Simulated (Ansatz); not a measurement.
# Al2H (doublet): the correlation ladder at distance Al1–H3 = 1.478 Å, 6-31G

How much of the correlation energy of Al2H (doublet) does each wave-function method recover here?

Computed with Ansatz 0.2.0, Gaussian basis. Level: 6-31G, core rule «outside noble gas», up to 10 orbitals frozen.

To be run: UHF; CCSD(T) on ROHF; CCSD(T) on UHF; BCCD(T) on ROHF; CISD; CCSDT(Q) on ROHF; CCSDT(Q) on UHF; CISDTQ; CCSDTQ on ROHF; CCSDTQ on UHF; CASSCF and MRCISD+Q, 3 electrons in 3 orbitals; CASSCF and NEVPT2, 3 electrons in 3 orbitals; CASSCF and MRCISD+Q, 7 electrons in 9 orbitals; CASSCF and MRCISD+Q(relaxed), 7 electrons in 9 orbitals; CASSCF and NEVPT2, 7 electrons in 9 orbitals; Full CI.

22 further runs of the same task are left out: 17 that didn't finish, 5 set aside as unsound or not needed.

## 1. What is computed

The geometry derives from a PBE0/def2-TZVP stationary point (not a proven minimum). One bond is set to the value named and the two fragments are kept rigid.

3 atoms, charge 0, spin multiplicity 2.

Atoms are counted from 1 here; the program's logs count them from 0.

Bond lengths: Al1–Al2 2.677 Å, Al1–H3 1.478 Å. Angles: Al2–Al1–H3 180.0°.

As a file:

```
Al    0.00000    0.00000    0.39965
Al    0.00000    0.00000   -2.27729
H     0.00000    0.00000    1.87765
```

## 2. UHF

Contents of in.yaml:

```yaml
crystal:
  periodic: [false, false, false]
  atoms:
    - {symbol: Al, position_ang: [0.000000, 0.000000, 0.399646]}
    - {symbol: Al, position_ang: [0.000000, 0.000000, -2.277292]}
    - {symbol: H, position_ang: [0.000000, 0.000000, 1.877646]}
basis:
  gaussian: {orbitals: 6-31G}
magnetization: {spin_polarized: true, initial_magnetization: 1}
hamiltonian: {xc: hf}
output: {orbitals: {seedname: orbitals}}
```

The run is started by

```bash
$ ansatz run in.yaml --threads 1 --pin off --events-out ev --progress --plain --max-ram 2393MiB
```

Further steps of the session: CCSD(T) on ROHF; CCSD(T) on UHF; BCCD(T) on ROHF; CISD; CCSDT(Q) on ROHF; CCSDT(Q) on UHF; CISDTQ; CCSDTQ on ROHF; CCSDTQ on UHF; CASSCF and MRCISD+Q, 3 electrons in 3 orbitals; CASSCF and NEVPT2, 3 electrons in 3 orbitals; CASSCF and MRCISD+Q, 7 electrons in 9 orbitals; CASSCF and MRCISD+Q(relaxed), 7 electrons in 9 orbitals; CASSCF and NEVPT2, 7 electrons in 9 orbitals; Full CI.

Q: Predict the results of all the runs planned. Wanted: FCI below the RHF energy; RMP2 from FCI; UMP2 from FCI; RCCSD from FCI; RCCSD(T) from FCI; UCCSD(T) from FCI; RCCSDT(Q) from FCI; UCCSDT(Q) from FCI; MRCISD+Q pair from FCI.

As calculated:

| quantity | value |
| --- | --- |
| FCI below the RHF energy | -2.2405 eV |
| RMP2 from FCI | +18.20 kcal/mol |
| UMP2 from FCI | +18.19 kcal/mol |
| RCCSD from FCI | +1.92 kcal/mol |
| RCCSD(T) from FCI | +0.71 kcal/mol |
| UCCSD(T) from FCI | +0.72 kcal/mol |
| RCCSDT(Q) from FCI | +0.03 kcal/mol |
| UCCSDT(Q) from FCI | +0.03 kcal/mol |
| MRCISD+Q pair from FCI | -0.59 kcal/mol |
| NEVPT2 valence from FCI | +4.04 kcal/mol |
| MRCISD+Q valence from FCI | +0.08 kcal/mol |
| levels within 1 kcal/mol (43 meV) | RCCSD(T), UCCSD(T), BCCD(T), RCCSDT, UCCSDT, CISDTQ, RCCSDT(Q), UCCSDT(Q), RCCSDTQ, UCCSDTQ, MRCISD+Q pair, MRCISD valence, MRCISD+Q valence, MRCISD+Q(relaxed) valence |
| T1 diagnostic | 0.022 |
| effectively unpaired electrons | 1.12 |

**Reading.** RCCSD(T) lands +0.71 kcal/mol from the yardstick (1.4 % of the correlation energy). MRCISD+Q pair, MRCISD+Q(relaxed) valence fall below full CI: the +Q correction isn't variational, and the cores differ from full CI's. One determinant dominates. Of the multireference levels listed MRCISD+Q(relaxed) valence comes nearest in total energy (-0.06 kcal/mol), which doesn't show that its space is the better one. Coupled cluster took another determinant than the lowest Hartree-Fock one. These misses are within one basis, not against nature; the frozen cores of restricted and unrestricted runs differ, which can shift their rows.
